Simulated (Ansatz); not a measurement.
System (SMILES): FOF.
Atoms: F1, O2, F3. Bonds: F1-O2, O2-F3.

Basis-set convergence of the optimised O2-F3 bond length at MP2 with Ansatz (a quantum-chemistry and plane-wave program). The reference of a correlated method is not its basis-set limit, which lies further on. Cartesian d functions, on some or all atoms, in 6-31G*; all else is spherical. Cores are frozen. A restricted Hartree-Fock determinant is unstable towards unrestricted orbitals. No added dispersion term, no relativity. Reference: the value in def2-QZVPP, 1.3976 Å, itself unsure by roughly 0.0004 Å (its distance from cc-pVQZ). Deviations are taken from unrounded values. Cost is core time over that of 6-311+G**, rough, on shared machines of one kind; a dash marks a row that isn't timed (too short, read off another run, short of memory, by another algorithm or on other hardware). It counts the whole optimisation.

```
basis              functions  optimised O2-F3 bond length (Å)  minus reference (Å)  cost
-----------------  ---------  -------------------------------  -------------------  ----
cc-pVDZ                   42                           1.4193               0.0217     -
def2-SVP                  42                           1.4049               0.0073  0.6×
6-31G*                    45                           1.4236               0.0260     -
6-311G**                  54                           1.4044               0.0069  0.7×
6-311+G**                 66                           1.4063               0.0088    1×
aug-cc-pVDZ               69                           1.4220               0.0245    1×
cc-pVTZ                   90                           1.4009               0.0033    1×
pcseg-2                   90                           1.4025               0.0050    2×
def2-TZVPP                93                           1.4012               0.0036    2×
6-311++G(3df,3pd)        117                           1.3953              -0.0022    5×
jun-cc-pV(T+d)Z          117                           1.4013               0.0037    3×
def2-TZVPPD              120                           1.4017               0.0041    2×
cc-pCVTZ                 129                           1.4003               0.0027    3×
aug-cc-pVTZ              138                           1.4034               0.0058    5×
cc-pVQZ                  165                           1.3980               0.0004   10×
def2-QZVPP               171                           1.3976               0.0000   10×
```
